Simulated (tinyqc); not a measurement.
Geometry optimisation on the unrestricted PBE/sto-6g surface (energies and gradients from PySCF), for CH2, spin multiplicity 3, step by step. One step of it, computed by the program tinyqc.

Problem. Step 3: move. Quasi-Newton step p = -H^(-1) g (the inverse Hessian comes from BFGS updates; coordinates in the order x, y, z of each atom); steps longer than 0.5 bohr are cut back.

positions after step 2 (bohr):
```
            x          y         z
1C   0.049168  -0.010867  0.080172
2H   0.088401   1.744804  1.157437
3H  -0.039303  -1.813329  1.060298
```

gradient (hartree/bohr):
```
              x            y            z
1C  -0.00002152  -0.00243400  -0.00291226
2H  -0.00047906  -0.01198318   0.00182103
3H   0.00050181   0.01442414   0.00108948
```

inverse Hessian in use (bohr^2/hartree), lower triangle:
```
           1          2          3          4          5         6         7         8
1   1.667122
2  -0.013638   1.264084
3  -0.041264  -0.046112   3.379523
4  -0.001706  -0.001193   0.071927   1.669353
5  -0.031492   0.056626   1.452430   0.051502   2.615065
6   0.024169   0.141445  -0.822356  -0.035047  -0.733837  2.025979
7   0.001254   0.014846  -0.030784  -0.000985  -0.020091  0.010933  1.666399
8   0.045155   0.346038  -1.407279  -0.050345  -1.005723  0.592841  0.005256  2.326972
9   0.017091  -0.095367  -0.890347  -0.036875  -0.718489  0.462978  0.019850  0.814369

          9
9  2.093947
```

Give: positions after step 3.

Solution.

positions after step 3 (bohr):
```
         x       y      z
1C   0.048  -0.012  0.130
2H   0.091   1.797  1.134
3H  -0.041  -1.864  1.034
```
